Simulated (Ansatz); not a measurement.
Take Ge in the diamond structure (space group Fd-3m, No. 227) as the base.

```
CELL_PARAMETERS angstrom
      0.00000     2.83806     2.83806
      2.83806     0.00000     2.83806
      2.83806     2.83806     0.00000
ATOMIC_POSITIONS crystal
  Ge 0.50000 0.50000 0.50000
  Ge 0.75000 0.75000 0.75000
```

Calculations: PBEsol (Ansatz, a quantum-chemistry and plane-wave program; PAW; 420 eV plane waves; without spin-orbit coupling), earlier PAW set.

Modification: every Ge is replaced by Si; the structure is relaxed again.

Measured lattice parameter a: Ge 5.644 Å (static lattice; corrected from measurement; as listed in Daniel Mejia-Rodriguez, S. B. Trickey, Phys. Rev. B (2018)); Si 5.421 Å (static lattice; corrected from measurement; as listed in Daniel Mejia-Rodriguez, S. B. Trickey, Phys. Rev. B (2018)).

Question: How well does PBEsol reproduce the measured shift?

Answer: With PBEsol the lattice parameter a moves by -0.243 Å (5.676 → 5.434) against -0.223 Å measured.

Whether these cells are dynamically stable was not tested.
